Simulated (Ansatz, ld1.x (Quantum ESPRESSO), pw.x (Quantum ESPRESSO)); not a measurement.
# From atom to crystal: RRKJ potential for P

ld1.x (Quantum ESPRESSO) 7.5 input, shortened:

```
&input
   title='P', zed=15., rel=1, dft='PW', iswitch=3,
   config='[Ne] 3s2 3p2 3d-2'
 /
 &inputp
   pseudotype=2, tm=.false., rho0=0.02, lloc=0,
   nlcc=.true.
 /
3
3P  2  1   2.00   0.00  1.90  1.90  0.0
3D  3  2  -2.00   0.05  1.80  1.80  0.0
3S  1  0   2.00   0.00  1.70  1.70  0.0
 &test
   configts(1)='3s2 3p2'
 /
```

Atomic tests: cutoffs needed: 30 Ry and 45 Ry (the cutoffs (Ry, on a coarse ladder) from which the occupation-weighted sum of valence levels, in a spherical-Bessel basis at the reference potential, stays within 10 and 1 mRy of its value at 400 Ry); ghost test: no extra level below or beside the all-electron valence levels (p, d, s, f tested) (spherical-Bessel basis up to 400 Ry, 20 bohr box); largest excitation error: +184 meV (all-electron minus pseudo) for 3s1 3p0, out of 7 test configurations.

Crystal test: sc P in pw.x 7.5, no spin, 14³ k-points, Fermi–Dirac smearing 0.01 Ry, cutoffs 55/220 Ry. The reference is all-electron LAPW (Ansatz 0.2.0) with the same functional, mesh and smearing; V0 and B0 come from Birch–Murnaghan fits to the pressures at five volumes. Errors are pseudo minus all-electron; Δ is the rms difference of the E(V) curves that follow from these fits, minima aligned, over ±6 % about the mean V0. Mesh and smearing are coarse, so the numbers serve the comparison and aren't converged zero-temperature values; the lattice is a test structure that the element need not adopt.

| V (Å³/atom) | P all-electron (GPa) | P pseudo (GPa) |
| --- | --- | --- |
| 13.333 | 7.83 | 7.01 |
| 13.684 | 3.84 | 3.10 |
| 14.035 | 0.49 | -0.16 |
| 14.386 | -2.33 | -2.93 |
| 14.737 | -4.77 | -5.34 |

All-electron: a0 = 2.415 Å (V0 = 14.09 Å³/atom), B0 = 120.8 GPa.

Pseudopotential: mean pressure error (GPa): -0.68; a0 (Å): 2.411; a0 error (%): -0.18; B0 error (%): +1.0; Δ (meV/atom): 2.0.

**Question.** At the middle volume, how do free energy and pressure move when the wave cutoff is lowered (ecutrho kept at four times it)?

**Answer.**

| cutoff (Ry) | shift of F (meV/atom) | shift of P (GPa) |
| --- | --- | --- |
| 25 | +199.1 | -3.43 |
| 33 | +68.6 | -2.67 |
| 44 | +6.7 | -0.58 |

The run at the middle volume (120 k-points, 7 iterations) took about 7.9 s on one core of a shared host (Neoverse-V1, 32 threads, 247 GiB, load 21).
